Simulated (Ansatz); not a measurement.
# CHAl+ (doublet): from Hartree-Fock to the top rungs, cc-pVDZ

One table from this session's results is given with a row withheld; the runs are named, their logs left out.

Method: cc-pVDZ, core rule «outside noble gas», up to 6 orbitals frozen; program: Ansatz 0.2.0, Gaussian basis.

To be run: UHF; CCSD(T) on ROHF; CCSD(T) on UHF; BCCD(T) on ROHF; CISD; CCSDT(Q) on ROHF; CASSCF and MRCISD+Q, 7 electrons in 9 orbitals; CASSCF and NEVPT2, 7 electrons in 9 orbitals.

14 further runs of the same task are left out: 1 for a known fault of the program, 2 that didn't finish, 11 set aside as unsound or not needed.

## What is computed

The geometry is a PBE0/def2-TZVP stationary point (not a proven minimum) of the parent state, kept for this charge and spin.

3 atoms, charge 1, spin multiplicity 2.

Atoms are counted from 1 here; the program's logs count them from 0.

Bond lengths: Al1–C2 1.850 Å, C2–H3 1.096 Å. Angles: Al1–C2–H3 134.6°.

The first run:

in.yaml

```yaml
crystal:
  periodic: [false, false, false]
  atoms:
    - {symbol: Al, position_ang: [0.000000, 0.033682, 0.621048]}
    - {symbol: C, position_ang: [0.000000, -0.124908, -1.222629]}
    - {symbol: H, position_ang: [0.000000, 0.586788, -2.055880]}
basis:
  gaussian: {orbitals: cc-pVDZ}
total_charge: 1
magnetization: {spin_polarized: true, initial_magnetization: 1}
hamiltonian: {xc: hf}
output: {orbitals: {seedname: orbitals}}
```

Started as:

```sh
> ansatz run in.yaml --threads 1 --pin off --events-out ev --progress --plain --max-ram 2393MiB
```

Steps of the session up to this table: UHF; CCSD(T) on ROHF; CCSD(T) on UHF; BCCD(T) on ROHF; CISD; CCSDT(Q) on ROHF; CASSCF and MRCISD+Q, 7 electrons in 9 orbitals; CASSCF and NEVPT2, 7 electrons in 9 orbitals.

One of the session's tables, all rows but one given; the rest of the session is left out.

```
          method  from RCCSDT(Q) (meV)
            ROHF               +5246.0
             UHF               +3651.0
            RMP2               +1556.4
            UMP2                +832.6
            CISD                +781.8
           RCCSD                +212.5
           UCCSD                +153.0
        RCCSD(T)                 +61.4
        UCCSD(T)                 +47.8
         BCCD(T)                     ?
          RCCSDT                 +10.5
       RCCSDT(Q)                     0
  CASSCF valence               +2000.5
  NEVPT2 valence                +510.2
  MRCISD valence                 +99.6
MRCISD+Q valence                 +30.4
```

Q: Estimate the row for BCCD(T) from the others.

As computed: from RCCSDT(Q) (meV): +48.8. In the column «from RCCSDT(Q) (meV)» it lies between UCCSD(T) (+47.8) and RCCSD(T) (+61.4).

To keep in mind: The determinant is far from a pure spin state, so its energy mixes those of several spin states (harmless only where they are near-degenerate, as at dissociation). Warnings: spin contamination; large T1 diagnostic. Restricted and unrestricted rows rest on different reference determinants; where their highest levels disagree by more than a few hundredths of an eV, they describe different states and don't form one ladder.
